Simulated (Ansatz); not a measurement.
Results of PBE-D4 in Ansatz (plane waves, PAW) for grey tin (α-Sn).

Numerical settings: plane-wave cutoff 500 eV, 20×20×20 k mesh, Fermi–Dirac smearing 0.1 eV, scalar-relativistic PAW data made under PBE.

Computed at the level's own relaxed cell.

### Question
Estimate the volume per atom and lattice constant a that the calculation returns.

### Answer

volume per atom: 35.37 Å³/atom
lattice constant a: 6.565 Å

The run finds no gap.

Measured, for comparison: equilibrium volume per atom 33.97 Å³/atom, lattice constant a 6.477 Å (static lattice: zero-point anharmonic expansion removed; as tabulated in Mejia-Rodriguez and Trickey (2018), arXiv:1807.09216). Computed (rounded) less measured: equilibrium volume per atom +4.1 %, lattice constant a +1.4 %.

Spin–orbit coupling is not included.

Ansatz is an electronic-structure program.
